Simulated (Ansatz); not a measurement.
A made-up structure of CH3BCl, doublet:

```json
{"atom": "C1", "x (Å)": "-0.5318", "y (Å)": "0.0900", "z (Å)": "-0.7474"}
{"atom": "B2", "x (Å)": "0.5864", "y (Å)": "-0.1065", "z (Å)": "0.5165"}
{"atom": "Cl3", "x (Å)": "-0.0183", "y (Å)": "0.0593", "z (Å)": "2.3797"}
{"atom": "H4", "x (Å)": "-1.7080", "y (Å)": "0.3324", "z (Å)": "-0.5537"}
{"atom": "H5", "x (Å)": "-0.2081", "y (Å)": "-0.0028", "z (Å)": "-1.9162"}
{"atom": "H6", "x (Å)": "1.8799", "y (Å)": "-0.3725", "z (Å)": "0.3212"}
```

It is relaxed with PBE-D4/def2-SVP and then PBE0-D4/def2-TZVP (Ansatz 0.2.0). Atoms count as bonded within 1.22 times the sum of their covalent radii (H–H: 0.88 Å). The end point is not checked to be a true minimum.

(1) Does its bonding change? (Judge from chemistry; the calculation decides.)

Results:

(1) Computed: No: no bond forms or breaks.

Where it ends: The first stage lowers the energy by 1.17 eV in 5 steps. It ends as CH₃BCl ([CH2][BH][Cl]):
C1  (-0.475, 0.080, -0.668)
B2  (0.524, -0.095, 0.461)
Cl3  (-0.017, 0.053, 2.124)
H4  (-1.525, 0.297, -0.494)
H5  (-0.187, -0.003, -1.711)
H6  (1.679, -0.333, 0.288)
(Å)

Labels in which every atom is bracketed show which atoms are joined, not bond orders.

For scale, one of the runs: PBE0-D4/def2-TZVP relaxation, 117 basis functions, launched by `ansatz run in.yaml --threads 2 --pin off --events-out ev --progress --plain --max-ram 4352MiB`. The run took about 21 s on 2 CPU threads of an Arm Neoverse N1 (shared host).
